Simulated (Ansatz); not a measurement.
Ansatz (a quantum-chemistry and plane-wave program) input (B3LYP/6-31G*):

Ansatz 0.2 input:
```yaml
crystal:
  periodic: [false, false, false]
  atoms:
    - {symbol: C, position_ang: [1.54171115, 0.73470195, -0.03485367]}
    - {symbol: C, position_ang: [0.05604113, 0.73315103, -0.18038536]}
    - {symbol: S, position_ang: [-0.80778431, -0.76315235, 0.13393505]}
    - {symbol: H, position_ang: [-2.05827187, -0.29477056, -0.06370479]}
    - {symbol: H, position_ang: [-0.43547935, 1.47282487, -0.80430157]}
    - {symbol: H, position_ang: [1.91297446, 1.76307063, 0.04442752]}
    - {symbol: H, position_ang: [1.86070862, 0.19267374, 0.86430617]}
    - {symbol: H, position_ang: [2.05810331, 0.26952111, -0.89225398]}
basis:
  gaussian:
    orbitals: 6-31G*
hamiltonian:
  xc: {name: B3LYP}
magnetization: {spin_polarized: true, initial_magnetization: 1}
phonons: {temperatures: {t_min: 298.15, t_max: 298.15, t_step: 100}}
```

**Question.** Which harmonic wavenumbers does it give?

**Answer.** 139, 214, 307, 442, 726, 904, 1020, 1051, 1151, 1322, 1440, 1503, 1518, 2681, 2980, 3063, 3108, 3206 cm⁻¹ (unscaled; negative means imaginary).
